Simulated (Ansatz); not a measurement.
# H2O2: the cost of one run

Program: Ansatz 0.2.0. Level of theory: the levels named in each step. These are calculated values, not measurements.

**1. The structure to begin with**

Bond lengths: O1–O2 1.421 Å, O1–H3 0.966 Å, O2–H4 0.966 Å. Angles: O1–O2–H4 102.1°, O2–O1–H3 102.1°.

Coordinates:

```xyz
4

O    -0.6336   -0.0012    0.3214
O     0.6336    0.0016   -0.3214
H    -1.2410   -0.0252   -0.4292
H     1.2410    0.0198    0.4293
```

**2. A rough first relaxation, PBE-D4/def2-SVP**

This run stands in another session on the same molecule. It ended at:

```xyz
4

O    -0.6647    0.2437    0.2989
O     0.6589    0.2478   -0.3081
H    -1.1542   -0.2690   -0.3773
H     1.1600   -0.2276    0.3866
```

**3. Relaxation, PBE0-D4/def2-TZVPP**

This run stands in another session on the same molecule. It ended at:

```xyz
4

O    -0.6575    0.2590    0.2774
O     0.6514    0.2638   -0.2872
H    -1.1326   -0.2840   -0.3598
H     1.1387   -0.2438    0.3696
```

**4. Frequencies, PBE0-D4/def2-TZVPP**

input.yaml reads:

```yaml
crystal:
  periodic: [false, false, false]
  atoms:
    - { symbol: O, position_ang: [-0.65751477, 0.25904342, 0.27741773] }
    - { symbol: O, position_ang: [0.65139758, 0.26381036, -0.2871879] }
    - { symbol: H, position_ang: [-1.13257156, -0.28404793, -0.3597541] }
    - { symbol: H, position_ang: [1.13874874, -0.24384587, 0.36961426] }
basis:
  gaussian: { orbitals: def2-TZVPP }
hamiltonian:
  xc: pbe0
  dispersion: d4
phonons: {}
```

Command:

```bash
> ansatz run input.yaml --threads 2 --pin off --max-ram 5120MiB --backend cpu --events-out ev --progress --plain --runs-dir out
```

**Question.** How long does this run take on 2 threads of Intel Xeon Platinum 8488C (Sapphire Rapids), shared host, and how much memory does it need?

About 3.8 s, with a peak of 0.13 GiB.
